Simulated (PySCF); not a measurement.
Isomers of C5H6O, one GFN2-xTB conformer each. Single-point energies are computed at PBE0/pcSseg-1 (PySCF, gas phase, no added dispersion term), electronic only.

| SMILES | GFN2-xTB relative energy (kcal/mol) |
| --- | --- |
| CCC#CC=O | 16.9 |
| CC1=CC(=O)C1 | 0.0 |
| C#CC(=C)CO | 31.3 |

Conformers: `[CH:1]#[C:2][C:3](=[CH2:4])[CH2:5][OH:6]` with C2–C3–C5–O6 171°, C3–C5–O6–H -58°.

**Question.** What does PBE0/pcSseg-1 give for the same structures?

**Answer.** 
```csv
SMILES,PBE0/pcSseg-1 E (Eh),PBE0/pcSseg-1 (kcal/mol),GFN2-xTB (kcal/mol),point group
CC1=CC(=O)C1,-268.97120,0.0,0.0,near Cs
CCC#CC=O,-268.93855,20.5,16.9,Cs
C#CC(=C)CO,-268.91423,35.7,31.3,–
```

Both levels put the same isomer lowest; measured from each level's own lowest isomer, the values differ by up to 4.4 kcal/mol (C#CC(=C)CO: 31.3 against 35.7). As drawn, the lowest has a four-membered ring and a C=O bond, which the highest lacks; the highest has a C≡C bond and an O–H bond, which the lowest lacks.

**Question.** Which frontier levels, dipoles and rotational constants go with these structures?

**Answer.** 
```
      SMILES  HOMO (eV, PBE0/pcSseg-1)  LUMO (eV)  dipole (D)      A, B, C (MHz)
CC1=CC(=O)C1                     -7.10      -1.25        4.31  11986, 2453, 2089
    CCC#CC=O                     -7.77      -1.71        4.00  13218, 1436, 1317
  C#CC(=C)CO                     -7.21      -0.87        1.32   8135, 2283, 1816
```
